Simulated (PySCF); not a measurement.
How methods differ on the ionisation energy of Ar

Ar [Ar] (1S) → Ar+ [Ne] 3s2 3p5 (2P), as a difference of total energies. Calculation: PySCF 2.14, in def2-QZVPPD (10s7p5d2f1g, 79 functions); the non-relativistic Hamiltonian (point nucleus). Correlated levels: valence: [Ne] frozen. The calculations carry no spin-orbit coupling.

Order these methods by the ionisation energy they give, lowest first.
A. CCSD(T) (valence)
B. UHF
C. MP2 (valence)
D. CCSD (valence)

B (14.549 eV), D (15.652 eV), A (15.711 eV), C (15.820 eV).

A first-order spin-orbit estimate (lowest level to lowest level, LS coupling) adds -0.055 eV.

Errors of the correlated levels include the incompleteness of this basis and the frozen core.

For comparison: 15.760 eV (measured; NIST Atomic Spectra Database, ionization energies).
